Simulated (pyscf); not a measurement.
This saddle point was located with ωB97X-D3(BJ)/def2-SVP in PySCF.

```xyz
8

Br    -0.2139     1.9143     1.3929
B     -0.0149    -0.0933    -0.5658
Br     1.8555    -0.3073    -0.7884
Br    -1.1437     0.5335    -1.9538
N     -0.6638    -0.8070     0.5901
H     -0.6373     0.2269     1.2695
H     -1.6252    -1.1100     0.4302
H     -0.0992    -1.5395     1.0217
```
Charge 0, spin multiplicity 1.

Surface: singlet, charge 0. Lowest wavenumbers (cm⁻¹): 965i, 69, 85, 175, 250.

Q: Name the species on either side of this saddle.

A: `[Br][B]([Br])[Br]` + `[NH3]` <-> `[BrH]` + `[NH2][B]([Br])[Br]`, a four-centre exchange read from left to right: B–Br, H–N broken and Br–H, B–N formed. At ωB97M-D3(BJ)/def2-TZVP it lies +1.0 kJ/mol from the left side and +72.5 kJ/mol from the right (each side as separated species at their lowest minima found). On the reactant side the descent ends in an adduct with a B–N contact, 123.9 kJ/mol under the separated species and 130.0 kJ/mol under the saddle at ωB97X-D3(BJ)/def2-TZVP. What is counted as formed (B–N) is already present as a longer contact in the reactant adduct; forming that adduct is a step of its own. This is the saddle that the search found; another between the same sides may lie lower. Elements up to Kr have no core potential and no relativistic terms here.
